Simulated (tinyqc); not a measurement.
UKS/exchange-only LDA in the sto-3g basis, for H2O, spin multiplicity 3, step by step. Computed by tinyqc, a small Python program that keeps every step (integrals from PySCF). Settings: charge = 0, multiplicity = 3, basis = sto-3g, energy threshold = 1e-09, iteration cap = 85, orthogonalisation = canonical, start = atomic densities, DIIS depth = 0, method = UKS, functional = Slater exchange alone, grid = [40, 50]. Command: `OMP_NUM_THREADS=1 python tinyqc.py 28669 28670 out.jsonl` (the two numbers bound the seeds that draw the settings). One thread of a shared host (Intel(R) Xeon(R) Processor @ 2.60GHz), about 2 s of CPU time with the checks.

Geometry (angstrom):
```
atom        x         y        z
O     0.00000   0.00000  0.00000
H     0.00000   0.85400  0.81500
H     0.00000  -0.85400  0.81500
```

Stop when the energy changes by less than 1e-09 hartree and every element of the error matrix X^T (F D S - S D F) X (for each spin) is below 9e-06.

Course of the cycle:
```
iteration  E (hartree)     change  largest element of the error matrix
1          -74.5096297          -                             5.46e-01
2          -73.8316882   6.78e-01                             1.98e-02
3          -73.8321819  -4.94e-04                             1.28e-02
4          -73.8320757   1.06e-04                             1.26e-02
5          -73.8318723   2.03e-04                             1.69e-02
6          -73.8315173   3.55e-04                             2.16e-02
7          -73.8309883   5.29e-04                             2.69e-02
8          -73.8300389   9.49e-04                             3.52e-02
9          -73.8287028   1.34e-03                             4.31e-02
10         -73.8261623   2.54e-03                             5.73e-02
11         -73.8229217   3.24e-03                             6.83e-02
12         -73.8161928   6.73e-03                             9.26e-02
13         -73.8089965   7.20e-03                             1.05e-01
14         -73.7919404   1.71e-02                             1.46e-01
...                ...        ...                                  ...
72         -73.5614974   2.47e-03                             1.97e-01
73         -73.5647132  -3.22e-03                             1.73e-01
74         -73.5623239   2.39e-03                             1.96e-01
75         -73.5654268  -3.10e-03                             1.72e-01
76         -73.5631197   2.31e-03                             1.94e-01
77         -73.5661165  -3.00e-03                             1.71e-01
78         -73.5638889   2.23e-03                             1.93e-01
79         -73.5667857  -2.90e-03                             1.70e-01
80         -73.5646352   2.15e-03                             1.92e-01
81         -73.5674372  -2.80e-03                             1.69e-01
82         -73.5653619   2.08e-03                             1.91e-01
83         -73.5680737  -2.71e-03                             1.68e-01
84         -73.5660719   2.00e-03                             1.90e-01
85         -73.5686977  -2.63e-03                             1.67e-01
```

Can the last value be used, and what does the course show?

Not by the stop rule. Not converged within the cap of 85 iterations: the residual has stopped falling. Reruns (cap 100 unless said): DIIS 8: converged in 7; damping 0.5: converged in 31; level shift 0.5: converged in 17; atomic densities as start, DIIS 8: converged in 7; the original settings with a cap of 400: not converged. PySCF UKS in the same basis, fine grid, after a stability check = -73.8309835 hartree, which differs from a converged run on this coarse grid by the grid error.
